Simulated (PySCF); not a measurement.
## Level sweep

Dimethylphosphine, C2H7P.
SMILES: `CPC`

PySCF, dipoles from the SCF density, polarisabilities from static response with core orbitals frozen. Geometry: PBE0-D3(BJ)/def2-SVP; no solvent, vibrations or thermal averaging.

Reference dipole: 1.230 D (measured, gas; NIST CCCBDB Release 22 (SRD 101), experimental dipoles). The anisotropy is √(½[(α1 − α2)² + (α2 − α3)² + (α3 − α1)²]).

| level | μ (D) | error (%) | α (Å³) | anisotropy (Å³) |
| --- | --- | --- | --- | --- |
| BHandHLYP/def2-SVPD | 1.266 | +3.0 | 7.84 | 1.58 |
| CAM-B3LYP/def2-SVPD | 1.267 | +3.0 | 7.95 | 1.59 |
| wB97X-D/def2-SVPD | 1.353 | +10.0 | 7.94 | 1.60 |
| LC-wPBE/def2-SVPD | 1.371 | +11.4 | 7.74 | 1.51 |
| PBE0/6-31G* | 1.468 | +19.4 | 6.41 | 1.42 |
| PBE0/6-31+G* | 1.434 | +16.5 | 7.22 | 1.39 |
| PBE0/def2-SVP | 1.296 | +5.4 | 6.64 | 1.65 |
| PBE0/aug-cc-pVDZ | 1.345 | +9.3 | 8.25 | 1.65 |
| PBE0/def2-TZVP | 1.314 | +6.8 | 7.64 | 1.64 |
| PBE0/def2-TZVPD | 1.320 | +7.3 | 8.23 | 1.68 |

For the dipole, the smallest error is 3.0% (BHandHLYP/def2-SVPD and CAM-B3LYP/def2-SVPD) and the largest 19.4% (PBE0/6-31G*). The dipole runs from 1.27 D (BHandHLYP/def2-SVPD) to 1.47 D (PBE0/6-31G*). No reference polarisability is at hand; against PBE0 in the largest diffuse basis at hand (def2-TZVPD) the other PBE0 rows deviate by 6-31G* -22%, 6-31+G* -12%, def2-SVP -19%, aug-cc-pVDZ 0%, def2-TZVP -7%. In one basis (def2-SVPD) the functionals order the polarisability from LC-wPBE (lowest) to CAM-B3LYP (highest), a spread of 3%. With PBE0 the polarisability is 6.90 Å³ without diffuse functions (mean of 6-31G*, def2-SVP and def2-TZVP) and 7.90 Å³ with them (mean of 6-31+G*, aug-cc-pVDZ and def2-TZVPD). Measured values can belong to vibrating molecules and may average over conformers; the computed ones are for one fixed geometry.
